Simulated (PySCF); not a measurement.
## How exact exchange moves a shielding

Molecule: SMILES B(F)[SiH3], BFH₄Si.

Atom-mapped SMILES (the numbers label the heavy atoms): `[F:1][BH:2][SiH3:3]` (H(Xn): hydrogen on atom n).

GIAO shieldings (ppm, equivalent atoms averaged) in PySCF 2.14 on the PBE0-D3(BJ)/def2-SVP geometry, basis pcSseg-2, gas phase, non-relativistic:

```tsv
functional	exact exchange (%)	σ(F1)	σ(B2)
BLYP	0	79.2	12.6
BP86	0	76.9	15.7
PBE	0	70.5	13.7
PBE0	25	107.7	21.3
mPW1PW91	25	111.7	22.0
BHandHLYP	50	144.9	27.0
HF	100	198.5	44.0
```

(1) Fit each shielding as a line in the percentage of exact exchange.

(2) What does the line predict for B3LYP (20 %), and what does the run give?

Results:

(1) σ(F1) = 77.1 + 1.25 x (rms 3.8 ppm); σ(B2) = 13.9 + 0.29 x (rms 1.1 ppm). The functionals also differ in their semilocal parts, which the line can't hold; Hartree–Fock has no correlation at all.

(2) σ(F1): 102.1 predicted, 107.2 computed; σ(B2): 19.7 predicted, 18.3 computed ppm.
